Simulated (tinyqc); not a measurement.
Worked calculation: UHF in the sto-3g basis, for BH, spin multiplicity 3. This run ends on a higher stationary point, not on the lowest solution. Computed by tinyqc, a small Python program that keeps every step (integrals from PySCF). Settings: charge = 0, multiplicity = 3, basis = sto-3g, energy threshold = 1e-10, iteration cap = 75, orthogonalisation = symmetric, start = Wolfsberg-Helmholz matrix, DIIS depth = 0, damping = 0.5, method = UHF. Command: `OMP_NUM_THREADS=1 python tinyqc.py 23891 23892 out.jsonl` (the two numbers bound the seeds that draw the settings). One thread of a shared host (Intel(R) Xeon(R) Processor @ 2.60GHz), about 0.1 s of CPU time with the checks.

Geometry (angstrom):
```
atom         x         y         z
B     0.000000  0.000000  0.000000
H     0.000000  0.000000  1.220000
```

Stop when the energy changes by less than 1e-10 hartree and every element of the error matrix X^T (F D S - S D F) X (for each spin) is below 3e-06.

Course of the cycle:
```
iteration   E (hartree)     change  largest element of the error matrix
1          -24.47218998          -                             1.32e-01
2          -24.50611291  -3.39e-02                             8.70e-02
3          -24.53277466  -2.67e-02                             6.32e-02
4          -24.55233652  -1.96e-02                             4.80e-02
5          -24.56614004  -1.38e-02                             3.81e-02
6          -24.57569369  -9.55e-03                             3.39e-02
7          -24.58227024  -6.58e-03                             2.99e-02
8          -24.58681363  -4.54e-03                             2.60e-02
9          -24.58997827  -3.16e-03                             2.25e-02
10         -24.59220340  -2.23e-03                             1.93e-02
11         -24.59378114  -1.58e-03                             1.66e-02
12         -24.59490692  -1.13e-03                             1.41e-02
13         -24.59571340  -8.06e-04                             1.20e-02
14         -24.59629222  -5.79e-04                             1.02e-02
...                 ...        ...                                  ...
47         -24.59774495  -5.50e-09                             2.94e-05
48         -24.59774495  -3.85e-09                             2.46e-05
49         -24.59774495  -2.69e-09                             2.06e-05
50         -24.59774496  -1.88e-09                             1.72e-05
51         -24.59774496  -1.32e-09                             1.44e-05
52         -24.59774496  -9.22e-10                             1.20e-05
53         -24.59774496  -6.45e-10                             1.01e-05
54         -24.59774496  -4.51e-10                             8.42e-06
55         -24.59774496  -3.15e-10                             7.04e-06
56         -24.59774496  -2.21e-10                             5.89e-06
57         -24.59774496  -1.54e-10                             4.92e-06
58         -24.59774496  -1.08e-10                             4.12e-06
59         -24.59774496  -7.55e-11                             3.44e-06
60         -24.59774496  -5.28e-11                             2.88e-06
```

Can the last value be used, and what does the course show?

No, though the log alone does not show it. Converged in 60 iterations. But the solution lies 0.15120 hartree above the reference: it is another stationary point, not the lowest one. Reruns (cap 100 unless said): DIIS 8: converged in 10 to a higher stationary point; level shift 0.5: converged in 51 to a higher stationary point; atomic densities as start, DIIS 8: converged in 10. PySCF UHF in the same basis, after a stability check = -24.74894534 hartree.
